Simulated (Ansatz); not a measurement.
**CdCl2 (R-3m, No. 166)**

Method: LDA (plane waves, PAW; Ansatz, an electronic-structure program).

Settings: plane-wave cutoff 500 eV, 12×12×12 k mesh, gaussian smearing 0.02 eV, scalar-relativistic PAW data made under PBE.

Cell (relaxed at this level):

```cif
data_CdCl2
_chemical_formula_sum 'Cd1 Cl2'
_space_group_name_H-M_alt 'P 1'
_space_group_IT_number 1
_cell_length_a 6.07161
_cell_length_b 6.07161
_cell_length_c 6.07161
_cell_angle_alpha 36.143
_cell_angle_beta 36.143
_cell_angle_gamma 36.143
loop_
_space_group_symop_operation_xyz
  'x, y, z'
loop_
_atom_site_label
_atom_site_type_symbol
_atom_site_fract_x
_atom_site_fract_y
_atom_site_fract_z
_atom_site_occupancy
Cd1 Cd 0.00000 0.00000 0.00000 1
Cl1 Cl 0.74990 0.74990 0.74990 1
Cl2 Cl 0.25010 0.25010 0.25010 1
```

| Property | Result |
|---|---|
| band gap | 3.33 eV (on the SCF k mesh) |

Measured, for comparison: band gap 5.7 eV (temperature not stated, not corrected to a static lattice, compiled measured gap; kind and temperature not stated; as tabulated in Kothakonda et al. (2022), arXiv:2208.02841).

Note: the volume lies 7 % below that of the published cell.

Spin–orbit coupling is not included.

It cost around 3 core-minutes (rough) of CPU time.
